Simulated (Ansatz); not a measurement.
A made-up structure of CH3LiN, doublet:

Li1  (0.033, -1.579, -0.947)
N2  (-0.833, -0.036, -0.228)
C3  (0.500, 0.043, 0.181)
H4  (1.136, -0.380, -0.619)
H5  (0.749, -0.547, 1.085)
H6  (0.883, 1.070, 0.337)
(Å)

It is relaxed with PBE-D4/def2-SVP and then PBE0-D4/def2-TZVP (Ansatz 0.2.0). Atoms count as bonded within 1.22 times the sum of their covalent radii (H–H: 0.88 Å). The end point is not checked to be a true minimum.

Task: Does its bonding change? (Judge from chemistry; the calculation decides.)

Result: The calculation gives: No: no bond forms or breaks.

Where it ends: The first stage lowers the energy by 0.48 eV in 7 steps. It ends as CH₃LiN ([H]1[Li]2[N][CH2]12):
```tsv
atom	x (Å)	y (Å)	z (Å)
Li1	-0.0827	-1.3028	-1.2971
N2	-0.8469	-0.2404	-0.0598
C3	0.4953	-0.0185	0.2295
H4	1.3079	-0.5919	-0.4300
H5	0.7852	-0.3112	1.2537
H6	0.8087	1.0336	0.1135
```

Labels in which every atom is bracketed show which atoms are joined, not bond orders.

For scale, one of the runs: PBE0-D4/def2-TZVP relaxation, 94 basis functions, launched by `ansatz run in.yaml --threads 2 --pin off --events-out ev --progress --plain --max-ram 4352MiB`. Hardware: 2 CPU threads of an Arm Neoverse V2, shared host. Wall time about 13 s.
